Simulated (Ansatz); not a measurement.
# C3H7N: one species, many methods

One table from this session's results is given with a row withheld; the runs are named, their logs left out.

Method: functionals in def2-TZVPP, the program's frozen cores in correlated methods; program: Ansatz 0.2.0, Gaussian basis.

Levels to be run: LDA (SPW92), PBE-D4, revPBE-D4, BLYP-D4, r2SCAN-D4, B97M-V, PBE0-D4, B3LYP-D4, r2SCANh-D4, r2SCAN0-D4, HSE06-D4, BHLYP-D4, CAM-B3LYP-D4, LC-ωPBE, ωB97X-V, ωB97M-V, B2PLYP, PBE-QIDH; CCSD(T)/def2-SVP; CCSD(T)/def2-TZVPP; MP2/def2-QZVPP; extrapolation to the limit; RPA on PBE.

### Structure used throughout

All runs share one geometry, relaxed beforehand with PBE0-D4 in a triple-zeta def2 set.

SMILES `C/C=C/N`, 11 atoms, charge 0, spin multiplicity 1.

Atoms are counted from 1 here; the program's logs count them from 0.

Bond lengths: C1–C2 1.491 Å, C1–H5 1.095 Å, C1–H6 1.093 Å, C1–H7 1.096 Å, C2–C3 1.332 Å, C2–H8 1.089 Å, C3–N4 1.389 Å, C3–H9 1.088 Å, N4–H10 1.009 Å, N4–H11 1.007 Å. Angles: C2–C1–H5 111.8°, C2–C1–H6 111.1°, C2–C1–H7 111.9°, H5–C1–H6 107.7°, H5–C1–H7 106.7°, H6–C1–H7 107.5°, C1–C2–C3 123.9°, C1–C2–H8 117.3°, C3–C2–H8 118.9°, C2–C3–N4 126.6°, C2–C3–H9 119.6°, N4–C3–H9 113.6°, C3–N4–H10 114.6°, C3–N4–H11 114.7°, H10–N4–H11 111.5°.

The first run:

Contents of in.yaml:

```yaml
crystal:
  periodic: [false, false, false]
  atoms:
    - {symbol: C, position_ang: [-0.561539, 1.609887, -0.111043]}
    - {symbol: C, position_ang: [0.221953, 0.359139, -0.323157]}
    - {symbol: C, position_ang: [0.027837, -0.764353, 0.365401]}
    - {symbol: N, position_ang: [0.788442, -1.924061, 0.290702]}
    - {symbol: H, position_ang: [-1.058607, 1.939254, -1.029738]}
    - {symbol: H, position_ang: [-1.332341, 1.466533, 0.650244]}
    - {symbol: H, position_ang: [0.074582, 2.439583, 0.216546]}
    - {symbol: H, position_ang: [1.008798, 0.385043, -1.075683]}
    - {symbol: H, position_ang: [-0.753479, -0.802941, 1.121195]}
    - {symbol: H, position_ang: [1.376453, -1.988823, -0.526368]}
    - {symbol: H, position_ang: [0.273300, -2.776259, 0.442598]}
basis:
  gaussian: {orbitals: def2-TZVPP}
hamiltonian: {xc: lda}
output: {orbitals: {seedname: orbitals}}
```

Command:

```sh
> ansatz run in.yaml --threads 2 --pin off --events-out ev --progress --plain --max-ram 4352MiB
```

Steps of the session up to this table: LDA; PBE-D4 (GGA); revPBE-D4 (GGA); BLYP-D4 (GGA); r2SCAN-D4 (meta-GGA); B97M-V (meta-GGA); B3LYP-D4 (hybrid); r2SCANh-D4 (hybrid); r2SCAN0-D4 (hybrid); HSE06-D4 (hybrid); BHLYP-D4 (hybrid); CAM-B3LYP-D4 (range-separated); LC-ωPBE (range-separated); ωB97X-V (range-separated); ωB97M-V (range-separated); B2PLYP (double hybrid); PBE-QIDH (double hybrid).

One table of the session follows, with a row left open; its other results are not shown here.

It belongs to the step «Orbital energies across the functionals». 

| functional | HOMO (eV) | LUMO (eV) | gap (eV) |
| --- | --- | --- | --- |
| LDA (SPW92) | -4.72 | 0.00 | 4.71 |
| PBE-D4 | -4.57 | 0.20 | 4.77 |
| revPBE-D4 | -4.51 | 0.28 | 4.79 |
| BLYP-D4 | -4.44 | 0.26 | 4.71 |
| r2SCAN-D4 | -4.75 | 0.48 | 5.24 |
| B97M-V | -4.81 | 0.49 | 5.30 |
| PBE0-D4 | -5.71 | 1.17 | 6.88 |
| B3LYP-D4 | -5.52 | 0.84 | 6.36 |
| r2SCANh-D4 | ? | ? | ? |
| r2SCAN0-D4 | -5.84 | 1.37 | 7.21 |
| HSE06-D4 | -5.31 | 0.79 | 6.10 |
| BHLYP-D4 | -6.74 | 1.85 | 8.59 |
| CAM-B3LYP-D4 | -7.03 | 2.00 | 9.03 |
| LC-ωPBE | -8.36 | 3.33 | 11.69 |
| ωB97X-V | -8.00 | 3.15 | 11.15 |
| ωB97M-V | -7.92 | 2.65 | 10.57 |

Q: Estimate the row for r2SCANh-D4 from the others.

Worked estimate for «HOMO (eV)». Against the share of exact exchange, r2SCAN-D4 (0, -4.75), r2SCAN0-D4 (0.25, -5.84) give a slope of -4.36 per unit share; at 0.1 the line stands at -5.19.

The run gave: HOMO (eV): -5.19; LUMO (eV): 0.84; gap (eV): 6.03. In «HOMO (eV)» the line misses by 0.00.
